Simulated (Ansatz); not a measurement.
# Which is lower?

Two relaxed structures of CH5AlN, doublet (PBE0-D4/def2-TZVP; forces vanish, vibrations not checked).

A:

C1  (-0.590, 0.558, -0.352)
Al2  (1.004, -1.505, 0.919)
N3  (0.692, -0.045, -0.043)
H4  (-0.670, 1.582, 0.033)
H5  (-1.392, -0.025, 0.105)
H6  (-0.784, 0.590, -1.431)
H7  (1.459, 0.469, -0.449)
H8  (-0.305, -2.226, 1.505)
(Å)

B:

```
8
angstrom
C -0.8091 0.8409 -0.4553
Al 0.7682 -0.2073 0.0018
N 0.6569 -1.4596 1.2535
H -0.6475 1.8999 -0.2308
H -1.7011 0.5125 0.0820
H -1.0161 0.7750 -1.5285
H 2.2254 0.0833 -0.5533
H 0.5235 -2.4447 1.4307
```

Ansatz 0.2.0; basis: def2-TZVPP; cores frozen in the correlated methods; orbitals are unrestricted. B3LYP uses VWN-RPA correlation.

**Question.** Which structure is lower at CCSD(T), and by how much? (Judge from chemistry; the value comes from the calculation.)

**Answer.** The calculation gives: A, by 50.9 kJ/mol (electronic energy, against the other). By their contacts, A is CH₅AlN ([CH3][NH][AlH]) and B is CH₅AlN ([CH3][AlH][NH]).

All methods give the same order:

```tsv
method	E(B) − E(A) (kJ/mol)
PBE-D4	64.1
r2SCAN-D4	45.4
PBE0-D4	58.8
B3LYP-D4	47.6
wB97M-V	40.3
HF	13.5
MP2	71.1
CCSD	45.6
CCSD(T)	50.9
```

T1 diagnostic: at most 0.015. ⟨S²⟩ of the unrestricted Hartree–Fock references: 0.76 (a pure state has 0.75).

Labels in which every atom is bracketed show which atoms are joined, not bond orders.

For scale, one of the runs: CCSD(T)/def2-TZVPP, 174 basis functions, launched by `ansatz run in.yaml --threads 2 --pin off --events-out ev --progress --plain --max-ram 4352MiB`. Hardware: 2 CPU threads of an AMD EPYC 7571, shared host. Wall time 4.3 min; peak host memory 3.7 GiB.
